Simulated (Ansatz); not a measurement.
Mulliken charges of CH₇Si₂, SMILES `[SiH2]C[SiH3]` radical from PBE/def2-TZVPP in Ansatz (PBE0-D4/def2-TZVP geometry).

| atom | x (Å) | y (Å) | z (Å) | charge (e) |
| --- | --- | --- | --- | --- |
| Si1 | -1.438 | 0.823 | -0.577 | 0.087 |
| C2 | 0.378 | 0.374 | -0.452 | -0.272 |
| Si3 | 0.788 | -0.731 | 1.004 | 0.190 |
| H4 | -2.278 | -0.389 | -0.788 | -0.038 |
| H5 | -1.705 | 1.817 | -1.655 | -0.042 |
| H6 | 0.683 | -0.129 | -1.378 | 0.114 |
| H7 | 0.967 | 1.294 | -0.375 | 0.114 |
| H8 | -0.039 | -1.966 | 0.957 | -0.050 |
| H9 | 0.505 | -0.021 | 2.280 | -0.049 |
| H10 | 2.223 | -1.124 | 0.987 | -0.056 |

Question: By hand: the dipole of these point charges (1 e Å = 4.8032 D).

Answer: Σ q r = (0.121, 0.065, -0.052) e Å, of length 0.147 e Å = 0.71 D.

Question: How does the dipole of the full density compare? (An estimate is asked.)

Answer: Computed: (0.151, 0.051, -0.119) e Å, 0.96 D; the point charges give 0.74 times that, at 18° from its direction.

Point charges leave out the atoms' own dipoles, such as those of lone pairs, and Mulliken's split depends on the basis, so the two needn't agree.
